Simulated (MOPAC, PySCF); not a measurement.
Ligands exchanged one at a time, Si NH2-H. All species are isolated molecules in the gas phase. One relaxed conformer stands for each flexible species; it need not be the lowest. Strings in code marks are SMILES.

Quantity: redistribution energy (mixed species minus the weighted end members), in kJ/mol. Semi-empirical values (MOPAC) are differences of heats of formation.

Level 1: r2SCAN-D4/def2-TZVP (PySCF)
Level 2: SVWN5/6-31G* // r2SCAN-D4/def2-TZVP (PySCF)
Level 3: HF/3-21G // r2SCAN-D4/def2-TZVP (PySCF)
Level 4: PM7 // r2SCAN-D4/def2-TZVP (MOPAC)

```tsv
species	level 2	level 3	level 4
3 of 4 NH2 replaced by H: `[SiH3]N`	22.51	29.01	-22.10
```

What does level 1 give for each?


- 3 of 4 NH2 replaced by H: `[SiH3]N`: 20.01
